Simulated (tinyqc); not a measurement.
Worked calculation: extended Hueckel theory, for H2O+. The parameters take no account of the charge, which enters only through the electron count. One step of it, computed by the program tinyqc.

Problem. Wolfsberg-Helmholz matrix. H_ij = K' S_ij (H_ii + H_jj)/2 for i != j (the diagonal keeps H_ii), with K' = 1.75.

overlap S, lower triangle:
```
           1O 2s    1O 2px     1O 2py    1O 2pz     2H 1s     3H 1s
1O 2s   1.000000
1O 2px  0.000000  1.000000
1O 2py  0.000000  0.000000   1.000000
1O 2pz  0.000000  0.000000   0.000000  1.000000
2H 1s   0.476796  0.000000   0.323563  0.238370  1.000000
3H 1s   0.476796  0.000000  -0.323563  0.238370  0.229774  1.000000
```

diagonal H_ii (eV): 1O 2s -32.300000, 1O 2px -14.800000, 1O 2py -14.800000, 1O 2pz -14.800000, 2H 1s -13.600000, 3H 1s -13.600000

K = 1.750000

Give: H.

Solution.

H (eV), lower triangle:
```
          1O 2s   1O 2px   1O 2py   1O 2pz    2H 1s    3H 1s
1O 2s   -32.300
1O 2px    0.000  -14.800
1O 2py    0.000    0.000  -14.800
1O 2pz    0.000    0.000    0.000  -14.800
2H 1s   -19.149    0.000   -8.041   -5.923  -13.600
3H 1s   -19.149    0.000    8.041   -5.923   -5.469  -13.600
```
